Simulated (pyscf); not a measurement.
Structures and frequencies: ωB97X-D3(BJ)/def2-SVP in PySCF.

Question: Estimate by transition-state theory the rate constant of CH₄ + Cl–SiH•–Cl → H₃C–SiH(Cl)–Cl + H• (doublet surface; C–H broken, C–Si formed) at 900 K, with ωB97M-D3(BJ)/def2-TZVP energies (ideal gas, 1 atm, RRHO with modes under 100 cm⁻¹ raised to 100, one conformer, R ln 2 for chiral ones without a mode under 150 cm⁻¹; no tunnelling).

Answer: The electronic barrier is 43.8 kcal/mol and the thermal terms add +22.6, so ΔG‡ = 66.4 kcal/mol. With k_BT/h = 1.88e+13 s⁻¹ and RT = 1.788 kcal/mol, and a volume of 1.23e-19 cm³ per molecule at 1 atm, k = 1.7e-22 cm³ molecule⁻¹ s⁻¹. Wigner's tunnelling factor for 1506i cm⁻¹ would be 1.24. A shift of 1 kcal/mol in the barrier changes k by a factor 1.7. One saddle was located; it need not be the lowest between these sides. The angle at the attacked C is 178°.
